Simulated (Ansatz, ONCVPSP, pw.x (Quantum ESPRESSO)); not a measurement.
**From atom to crystal: ONCV potential for Nb**

```json
{
 "Element": "niobium (Nb)",
 "Generator": "ONCVPSP 4.0.1.1 (patched build)",
 "Type": "optimised norm-conserving Vanderbilt (ONCV)",
 "Functional": "LDA (Perdew-Wang 92)",
 "Relativity": "scalar-relativistic",
 "Frozen core": "[Ar] 3d10",
 "Valence charge": "13",
 "Reference configuration": "4s2 4p6 4d4 5s0.75 5p0.25",
 "Partial waves": "4s+5s: rc 2.28 bohr, ncon 4, nbas 9, qcut 6.8 1/bohr, 2 projectors; 4p+5p: rc 2.44 bohr, ncon 4, nbas 9, qcut 5.5 1/bohr, 2 projectors; 4d: rc 2.28 bohr, ncon 3, nbas 8, qcut 8.9 1/bohr, local",
 "Local potential": "the d channel",
 "Core correction": "Teter function, fcfact 4, rcfact 1.2"
}
```

Atomic tests: cutoffs needed: 16 Ha and 20 Ha (the cutoffs (Ha) at which the residual kinetic energy of the hardest occupied pseudo-wave falls to 1 and 0.1 mHa per electron); ghost test: no bound ghost flagged; no localised positive-energy state flagged; largest excitation error: -2.7 meV (all-electron minus pseudo) for 4s2 4p6 4d3 5s0 5p0, out of 4 test configurations.

Crystal test: fcc Nb in pw.x 7.5, no spin, 14³ k-points, Fermi–Dirac smearing 0.01 Ry, cutoffs 50/200 Ry. The reference is all-electron LAPW (Ansatz 0.2.0) with the same functional, mesh and smearing; V0 and B0 come from Birch–Murnaghan fits to the pressures at five volumes. Errors are pseudo minus all-electron; Δ is the rms difference of the E(V) curves that follow from these fits, minima aligned, over ±6 % about the mean V0. Mesh and smearing are coarse, so the numbers serve the comparison and aren't converged zero-temperature values; the lattice is a test structure that the element need not adopt.

```tsv
V (Å³/atom)	P all-electron (GPa)	P pseudo (GPa)
16.812	10.89	11.89
17.255	5.41	6.33
17.697	0.54	1.38
18.139	-3.80	-3.03
18.582	-7.66	-6.95
```

All-electron: a0 = 4.141 Å (V0 = 17.75 Å³/atom), B0 = 181.7 GPa.

Pseudopotential: mean pressure error (GPa): +0.85; a0 (Å): 4.147; a0 error (%): +0.15; B0 error (%): -0.1; Δ (meV/atom): 3.2.

**Question.** At the middle volume, how do free energy and pressure move when the wave cutoff is lowered (ecutrho kept at four times it)?

**Answer.**

| cutoff (Ry) | shift of F (meV/atom) | shift of P (GPa) |
| --- | --- | --- |
| 22 | +1131.8 | -37.02 |
| 30 | +133.9 | -6.59 |
| 40 | +5.3 | -0.45 |

Input at the middle volume:

```
&control
  calculation='scf', prefix='x', pseudo_dir='./', outdir='./tmp', tstress=.true., disk_io='none'
/
&system
  ibrav=0, nat=1, ntyp=1, ecutwfc=50, ecutrho=200, nbnd=14,
  occupations='smearing', smearing='fd', degauss=0.01
/
&electrons
  conv_thr=1e-09, mixing_beta=0.4, electron_maxstep=70
/
ATOMIC_SPECIES
Nb 1.0 Nb.UPF
CELL_PARAMETERS angstrom
  0.00000000 2.06834613 2.06834613
  2.06834613 0.00000000 2.06834613
  2.06834613 2.06834613 0.00000000
ATOMIC_POSITIONS crystal
Nb 0.0000 0.0000 0.0000
K_POINTS automatic
14 14 14 0 0 0
```

```bash
pw.x < Nb.scf.in > Nb.scf.out
```

Lines of the output:

```
Message from routine setup:
     using ibrav=0 with symmetry is DISCOURAGED, use correct ibrav instead
     lattice parameter (alat)  =       5.5276  a.u.
     unit-cell volume          =     119.4253 (a.u.)^3
     number of electrons       =        13.00
     number of Kohn-Sham states=           14
     kinetic-energy cutoff     =      50.0000  Ry
     charge density cutoff     =     200.0000  Ry
     scf convergence threshold =      1.0E-09
     Exchange-correlation= SLA  PW   NOGX NOGC
     number of k points=   104  Fermi-Dirac smearing, width (Ry)=  0.0100
     iteration #  1     ecut=    50.00 Ry     beta= 0.40
     total energy              =    -119.04346703 Ry
     estimated scf accuracy    <       0.10053204 Ry
     iteration #  2     ecut=    50.00 Ry     beta= 0.40
     total energy              =    -119.04600254 Ry
     estimated scf accuracy    <       0.01197702 Ry
     iteration #  3     ecut=    50.00 Ry     beta= 0.40
     total energy              =    -119.04744397 Ry
     estimated scf accuracy    <       0.00069794 Ry
     iteration #  4     ecut=    50.00 Ry     beta= 0.40
     total energy              =    -119.04750906 Ry
     estimated scf accuracy    <       0.00004820 Ry
     iteration #  5     ecut=    50.00 Ry     beta= 0.40
     total energy              =    -119.04751253 Ry
     estimated scf accuracy    <       0.00000293 Ry
     iteration #  6     ecut=    50.00 Ry     beta= 0.40
     total energy              =    -119.04751371 Ry
     estimated scf accuracy    <       0.00000019 Ry
     iteration #  7     ecut=    50.00 Ry     beta= 0.40
     total energy              =    -119.04751370 Ry
     estimated scf accuracy    <       0.00000006 Ry
     iteration #  8     ecut=    50.00 Ry     beta= 0.40
     total energy              =    -119.04751368 Ry
     estimated scf accuracy    <       0.00000003 Ry
     iteration #  9     ecut=    50.00 Ry     beta= 0.40
     the Fermi energy is    18.3197 ev
!    total energy              =    -119.04751369 Ry
     estimated scf accuracy    <          2.3E-10 Ry
     smearing contrib. (-TS)   =      -0.00650323 Ry
     The total energy is F=E-TS. E is the sum of the following terms:
     one-electron contribution =     -16.67679800 Ry
     hartree contribution      =      15.37335682 Ry
     xc contribution           =     -18.61765916 Ry
     ewald contribution        =     -99.11991011 Ry
     convergence has been achieved in   9 iterations
          total   stress  (Ry/bohr**3)                   (kbar)     P=       13.75
     Message from routine punch:
     Nothing written, as per user request (disk_io='none')
```

The run at the middle volume (104 k-points, 9 iterations) took about 19 s on one core of a shared host (Neoverse-N1, 64 threads, 124 GiB, load 59).
